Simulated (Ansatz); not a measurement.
doublet SiS(-): levels of theory in one basis

```yaml
atoms:
  - { symbol: Si, position_ang: [-0.0022, -0.0411, -0.9915] }
  - { symbol: S, position_ang: [-0.0350, -0.0355, 1.0239] }
```

Basis set: def2-SVP (spherical functions). Left uncorrelated: 10 orbitals. Correlation on ROHF uses semicanonical orbitals with singles. Charge -1, multiplicity 2.

Computed with Ansatz (development build ahead of 0.2.0); each method stands on the lowest determinant of its kind that the runs found.

| method | E − E(ROHF) (eV) | <S²> of the determinant |
| --- | --- | --- |
| ROHF | 0.00 | 0.75 |
| UHF | -0.10 | 0.77 |
| ROHF-MP2 | -5.38 | – |
| UHF-MP2 | -5.36 | 0.77 |
| ROHF-CCSD(T) | -6.27 | – |
| UHF-CCSD(T) | -6.27 | 0.77 |

Task: Is a single determinant a sound starting point here?

Result: By this sign, yes. Unrestricted orbitals gain 0.10 eV and <S²> is 0.77 against 0.75 for a pure state.

Caution: no diffuse functions for an anion.
